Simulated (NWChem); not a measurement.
# Li₂; SMILES [Li][Li]

```xyz
2

Li     0.0000     0.0000    -1.3635
Li     0.0000     0.0000     1.3635
```
Atoms are numbered in this order, from 1.

All runs use the structure optimised with B3LYP/6-31G* (spherical d). B3LYP is NWChem's, with the RPA form of VWN correlation.

### Question
Give the principal values of the shielding tensors (ppm) of Li1 from B3LYP/6-311G** (spherical d), GIAO (NWChem), with their diamagnetic and paramagnetic parts as GIAO splits them.

### Answer
| atom | σ11 | σ22 | σ33 | isotropic | diamagnetic | paramagnetic |
|---|---|---|---|---|---|---|
| Li1 | 96.0 | 96.0 | 103.7 | 98.6 | 102.4 | -3.9 |
